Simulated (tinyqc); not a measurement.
Inside a calculation. Method: CCD on RHF in the sto-6g basis, for NH3, spin multiplicity 1. One step of it, computed by the program tinyqc.

Question. CCD: starting amplitudes. t_ij^ab = <ij||ab> / (e_i + e_j - e_a - e_b), whose energy is MP2.

orbital energies (hartree): MO1 -15.488576, MO2 -1.026120, MO3 -0.536465, MO4 -0.536464, MO5 -0.322840, MO6 0.509813, MO7 0.668542, MO8 0.668545

Two-electron integrals over orbitals (pq|rs), unique and non-zero (hartree):
```
p,q,r,s,(pq|rs)
1,1,1,1,4.143567
2,1,1,1,-0.354476
2,1,2,1,0.048691
2,2,1,1,0.845861
2,2,2,1,-0.011135
2,2,2,2,0.595906
3,1,1,1,2.68e-06
3,1,2,1,-3.01e-07
3,1,2,2,3.13e-07
3,1,3,1,0.008942
3,2,1,1,-6.92e-07
3,2,2,1,1.68e-07
3,2,2,2,1.81e-06
3,2,3,1,0.014080
3,2,3,2,0.120365
3,3,1,1,0.685569
3,3,2,1,-0.003554
3,3,2,2,0.540682
3,3,3,1,0.002610
3,3,3,2,0.048498
3,3,3,3,0.561778
4,1,4,1,0.008942
4,2,4,1,0.014080
4,2,4,2,0.120364
4,3,4,1,-0.002610
4,3,4,2,-0.048500
4,3,4,3,0.045040
4,4,1,1,0.685567
4,4,2,1,-0.003554
4,4,2,2,0.540680
4,4,3,1,-0.002610
4,4,3,2,-0.048499
4,4,3,3,0.471699
4,4,4,4,0.561777
5,1,1,1,-0.105838
5,1,2,1,0.012546
5,1,2,2,-0.009564
5,1,3,1,-1.36e-07
5,1,3,3,-0.003072
5,1,4,4,-0.003072
5,1,5,1,0.024798
5,2,1,1,0.062037
5,2,2,1,-0.005354
5,2,2,2,-0.009572
5,2,3,1,1.24e-08
5,2,3,2,-2.62e-08
5,2,3,3,-0.000668
5,2,4,4,-0.000668
5,2,5,1,0.022848
5,2,5,2,0.108479
5,3,1,1,-1.63e-06
5,3,2,1,7.59e-08
5,3,2,2,-4.46e-07
5,3,3,1,0.002193
5,3,3,2,-0.003705
5,3,3,3,-0.008029
5,3,4,4,0.008028
5,3,5,1,-1.83e-07
5,3,5,2,-7.60e-07
5,3,5,3,0.026905
5,4,4,1,0.002193
5,4,4,2,-0.003705
5,4,4,3,0.008029
5,4,5,4,0.026905
5,5,1,1,0.947926
5,5,2,1,-0.010908
5,5,2,2,0.610583
5,5,3,1,4.85e-08
5,5,3,2,-3.97e-07
5,5,3,3,0.534311
5,5,4,4,0.534310
5,5,5,1,0.010925
5,5,5,2,0.075515
5,5,5,3,-1.33e-06
5,5,5,5,0.759528
6,1,1,1,-0.298328
6,1,2,1,0.042202
6,1,2,2,-0.007424
6,1,3,1,-7.97e-07
6,1,3,2,-6.73e-07
6,1,3,3,-0.002300
6,1,4,4,-0.002299
6,1,5,1,0.004376
6,1,5,2,-0.011449
6,1,5,3,-1.56e-08
6,1,5,5,-0.012356
6,1,6,1,0.038578
6,2,1,1,0.315150
6,2,2,1,-0.009419
6,2,2,2,0.117691
6,2,3,1,-3.51e-07
6,2,3,2,-1.91e-06
6,2,3,3,0.069420
6,2,4,4,0.069419
6,2,5,1,-0.011591
6,2,5,2,-0.014185
6,2,5,3,-7.70e-07
6,2,5,5,0.137016
6,2,6,1,-0.005094
6,2,6,2,0.087908
6,3,1,1,-0.000014
6,3,2,1,3.09e-07
6,3,2,2,-0.000006
6,3,3,1,0.004570
6,3,3,2,-0.028328
6,3,3,3,-0.036143
6,3,4,4,0.036136
6,3,5,1,4.94e-08
6,3,5,2,-1.29e-06
6,3,5,3,0.010767
6,3,5,5,-0.000007
6,3,6,1,-1.07e-08
6,3,6,2,-0.000005
6,3,6,3,0.061920
6,4,4,1,0.004569
6,4,4,2,-0.028332
6,4,4,3,0.036141
6,4,5,4,0.010768
6,4,6,4,0.061926
6,5,1,1,-0.085518
6,5,2,1,-0.001440
6,5,2,2,-0.049417
6,5,3,1,-2.06e-07
6,5,3,2,-1.46e-06
6,5,3,3,-0.022863
6,5,4,4,-0.022861
6,5,5,1,0.014438
6,5,5,2,0.044985
6,5,5,3,-9.37e-07
6,5,5,5,-0.035730
6,5,6,1,-0.005726
6,5,6,2,-0.044732
6,5,6,3,2.04e-06
6,5,6,5,0.041632
6,6,1,1,0.687223
6,6,2,1,-0.008546
6,6,2,2,0.508127
6,6,3,1,-7.71e-07
6,6,3,2,-0.000008
6,6,3,3,0.481719
6,6,4,4,0.481727
6,6,5,1,-0.016417
6,6,5,2,-0.045151
6,6,5,3,1.29e-06
6,6,5,5,0.486216
6,6,6,1,-0.002775
6,6,6,2,0.068255
6,6,6,3,1.76e-06
6,6,6,5,-0.042139
6,6,6,6,0.493615
7,1,4,1,0.013482
7,1,4,2,0.019738
7,1,4,3,-0.003356
7,1,5,4,0.003338
7,1,6,4,0.006515
7,1,7,1,0.020386
7,2,4,1,0.011595
7,2,4,2,0.033729
7,2,4,3,0.013438
7,2,5,4,0.015820
7,2,6,4,0.039818
7,2,7,1,0.016555
7,2,7,2,0.055984
7,3,4,1,0.002181
7,3,4,2,0.041679
7,3,4,3,-0.015368
7,3,5,4,-0.007494
7,3,6,4,-0.030453
7,3,7,1,0.003336
7,3,7,2,-0.003307
7,3,7,3,0.034760
7,4,1,1,0.306650
7,4,2,1,-0.005603
7,4,2,2,0.116253
7,4,3,1,0.002182
7,4,3,2,0.041679
7,4,3,3,0.090361
7,4,4,4,0.059625
7,4,5,1,0.000304
7,4,5,2,0.031735
7,4,5,3,-0.007494
7,4,5,5,0.156635
7,4,6,1,-0.004952
7,4,6,2,0.081218
7,4,6,3,-0.030454
7,4,6,5,-0.022927
7,4,6,6,0.043135
7,4,7,4,0.135204
7,5,4,1,0.004959
7,5,4,2,0.034642
7,5,4,3,-0.014462
7,5,5,4,0.019234
7,5,6,4,-0.014241
7,5,7,1,0.007280
7,5,7,2,0.011293
7,5,7,3,0.013393
7,5,7,5,0.033669
7,6,4,1,0.011358
7,6,4,2,0.099754
7,6,4,3,-0.051218
7,6,5,4,-0.013311
7,6,6,4,-0.048274
7,6,7,1,0.016265
7,6,7,2,0.006893
7,6,7,3,0.048641
7,6,7,5,0.028163
7,6,7,6,0.108810
7,7,1,1,0.790507
7,7,2,1,-0.008126
7,7,2,2,0.545797
7,7,3,1,0.000112
7,7,3,2,-0.028411
7,7,3,3,0.480282
7,7,4,4,0.554201
7,7,5,1,-0.002100
7,7,5,2,0.012381
7,7,5,3,0.010061
7,7,5,5,0.558979
7,7,6,1,-0.006351
7,7,6,2,0.081563
7,7,6,3,0.039199
7,7,6,5,-0.021157
7,7,6,6,0.490619
7,7,7,4,0.077144
7,7,7,7,0.577517
8,1,1,1,-0.000013
8,1,2,1,1.98e-06
8,1,2,2,-4.05e-08
8,1,3,1,0.013483
8,1,3,2,0.019738
8,1,3,3,0.003355
8,1,4,4,-0.003356
8,1,5,1,2.52e-07
8,1,5,2,-4.16e-07
8,1,5,3,0.003338
8,1,5,5,-5.09e-07
8,1,6,1,9.65e-07
8,1,6,2,-8.72e-07
8,1,6,3,0.006515
8,1,6,5,-4.95e-07
8,1,6,6,-1.39e-06
8,1,7,4,0.003336
8,1,7,7,0.000421
8,1,8,1,0.020386
8,2,1,1,0.000016
8,2,2,1,-3.82e-07
8,2,2,2,0.000006
8,2,3,1,0.011595
8,2,3,2,0.033728
8,2,3,3,-0.013435
8,2,4,4,0.013442
8,2,5,1,-4.43e-07
8,2,5,2,-9.68e-08
8,2,5,3,0.015820
8,2,5,5,0.000007
8,2,6,1,-9.01e-07
8,2,6,2,2.05e-06
8,2,6,3,0.039818
8,2,6,5,-2.20e-06
8,2,6,6,2.76e-06
8,2,7,4,-0.003303
8,2,7,7,0.023432
8,2,8,1,0.016555
8,2,8,2,0.055984
8,3,1,1,0.306649
8,3,2,1,-0.005603
8,3,2,2,0.116251
8,3,3,1,-0.002181
8,3,3,2,-0.041682
8,3,3,3,0.059624
8,3,4,4,0.090362
8,3,5,1,0.000304
8,3,5,2,0.031735
8,3,5,3,0.007493
8,3,5,5,0.156634
8,3,6,1,-0.004951
8,3,6,2,0.081218
8,3,6,3,0.030447
8,3,6,5,-0.022926
8,3,6,6,0.043142
8,3,7,4,0.068013
8,3,7,7,0.101405
8,3,8,1,-0.003337
8,3,8,2,0.003312
8,3,8,3,0.135207
8,4,4,1,0.002182
8,4,4,2,0.041679
8,4,4,3,-0.015367
8,4,5,4,-0.007493
8,4,6,4,-0.030450
8,4,7,1,0.003337
8,4,7,2,-0.003305
8,4,7,3,0.032429
8,4,7,5,0.013393
8,4,7,6,0.048640
8,4,8,4,0.034758
8,5,1,1,-2.27e-06
8,5,2,1,-5.18e-08
8,5,2,2,-1.03e-06
8,5,3,1,0.004959
8,5,3,2,0.034642
8,5,3,3,0.014460
8,5,4,4,-0.014462
8,5,5,1,6.55e-07
8,5,5,2,2.30e-06
8,5,5,3,0.019234
8,5,5,5,-5.72e-07
8,5,6,1,-5.47e-07
8,5,6,2,-2.09e-06
8,5,6,3,-0.014240
8,5,6,5,2.83e-07
8,5,6,6,-3.84e-06
8,5,7,4,0.013392
8,5,7,7,-0.009232
8,5,8,1,0.007280
8,5,8,2,0.011293
8,5,8,3,-0.013394
8,5,8,5,0.033669
8,6,1,1,-2.16e-06
8,6,2,2,6.07e-07
8,6,3,1,0.011358
8,6,3,2,0.099752
8,6,3,3,0.051212
8,6,4,4,-0.051215
8,6,5,1,-5.86e-07
8,6,5,2,-2.09e-06
8,6,5,3,-0.013309
8,6,5,5,-2.16e-06
8,6,6,1,-5.16e-07
8,6,6,2,-8.27e-07
8,6,6,3,-0.048266
8,6,6,5,-2.31e-06
8,6,6,6,-0.000008
8,6,7,4,0.048639
8,6,7,7,-0.041562
8,6,8,1,0.016265
8,6,8,2,0.006894
8,6,8,3,-0.048644
8,6,8,5,0.028162
8,6,8,6,0.108803
8,7,4,1,0.000113
8,7,4,2,-0.028406
8,7,4,3,0.036958
8,7,5,4,0.010061
8,7,6,4,0.039203
8,7,7,1,0.000422
8,7,7,2,0.023428
8,7,7,3,-0.012128
8,7,7,5,-0.009231
8,7,7,6,-0.041559
8,7,8,4,-0.012127
8,7,8,7,0.040288
8,8,1,1,0.790507
8,8,2,1,-0.008126
8,8,2,2,0.545798
8,8,3,1,-0.000111
8,8,3,2,0.028419
8,8,3,3,0.554206
8,8,4,4,0.480277
8,8,5,1,-0.002100
8,8,5,2,0.012381
8,8,5,3,-0.010063
8,8,5,5,0.558979
8,8,6,1,-0.006351
8,8,6,2,0.081565
8,8,6,3,-0.039212
8,8,6,5,-0.021158
8,8,6,6,0.490612
8,8,7,4,0.101408
8,8,7,7,0.496931
8,8,8,1,-0.000421
8,8,8,2,-0.023424
8,8,8,3,0.077138
8,8,8,5,0.009234
8,8,8,6,0.041568
8,8,8,8,0.577524
```

Give: Starting amplitudes; correlation energy.

Answer.

Starting amplitudes (spin orbitals 1a, 1b, ...; amplitudes related by a flip of all spins are not repeated; the 24 largest):
```
from,to,t
3a 3b,8a 8b,-0.056
4a 4b,7a 7b,-0.056
2a 4b,6a 7b,-0.030
2a 3b,6a 8b,-0.030
4a 4b,6a 6b,-0.030
3a 3b,6a 6b,-0.030
2a 2b,6a 6b,-0.029
3a 4b,7b 8a,0.028
5a 5b,6a 6b,-0.025
2a 5b,6a 6b,0.019
5a 5b,7a 7b,-0.017
5a 5b,8a 8b,-0.017
2a 2b,7a 7b,-0.017
2a 2b,8a 8b,-0.017
2a 4a,6a 7a,-0.015
2a 3a,6a 8a,-0.015
3a 4a,7a 8a,0.015
2a 3b,6b 8a,0.015
2a 4b,6b 7a,0.015
3a 3b,7a 7b,-0.014
4a 4b,8a 8b,-0.014
3a 4b,6a 7b,0.014
3a 4b,6b 7a,-0.014
4a 4b,6a 8b,0.014
```

correlation energy = -0.05423 hartree
